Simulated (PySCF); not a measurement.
## Computed χzz against gas-phase spectroscopy

Values to reproduce (atoms as numbered below): 14N at N2: χzz = 0.2645 MHz [1].
[1] measured, gas; W. C. Bailey, Calculation of NQCC in Gaseous State Molecules (compilation of microwave values)

Compound: hydrogen isocyanide, CHN.
Atom-mapped SMILES: `[C-:1]#[NH+:2]` (hydrogens: H3 on N2)

Question: How do the computed couplings compare?

Answer: PySCF, non-relativistic, all at one geometry, with Q(14N) = 0.02044 b:

| level | functions | 14N N2 (MHz) | computed/reference − 1 (%) |
| --- | --- | --- | --- |
| PBE0/pcJ-1 | 64 | 0.790 | +198.6 |
| LDA/pcJ-1 | 64 | 0.692 | +161.7 |
| HF/pcJ-1 | 64 | 0.528 | +99.6 |
| B3LYP/pcJ-2 | 126 | 0.418 | +57.9 |
| B97-2/pcJ-1 | 64 | 0.904 | +241.8 |
| B3LYP/6-31G-J | 28 | 1.321 | +399.4 |
| B3LYP/6-31G* | 30 | 1.177 | +345.0 |
| B3LYP/pcJ-0 | 29 | 1.748 | +560.8 |
| B3LYP/pcJ-1 | 64 | 0.789 | +198.2 |
| B3LYP/cc-pVTZ | 74 | 0.314 | +18.7 |
| PBE0/pcSseg-1 | 39 | 0.636 | +140.5 |
| B3LYP/def2-TZVP | 68 | 0.352 | +33.0 |
| PBE/pcJ-1 | 64 | 0.901 | +240.8 |
| CAM-B3LYP/pcJ-1 | 64 | 0.757 | +186.2 |
| BHandHLYP/pcJ-1 | 64 | 0.675 | +155.3 |
| B3LYP/aug-cc-pVTZ-J | 112 | 0.397 | +50.2 |

Closest here is B3LYP/cc-pVTZ (18.7 % unsigned error), furthest B3LYP/pcJ-0 (560.8 %); one molecule doesn't rank methods. Computed values are for fixed nuclei, while measured ones can include vibrational averaging. Geometry: PBE0-D3(BJ)/def2-SVP; no solvent, vibrations or thermal averaging.
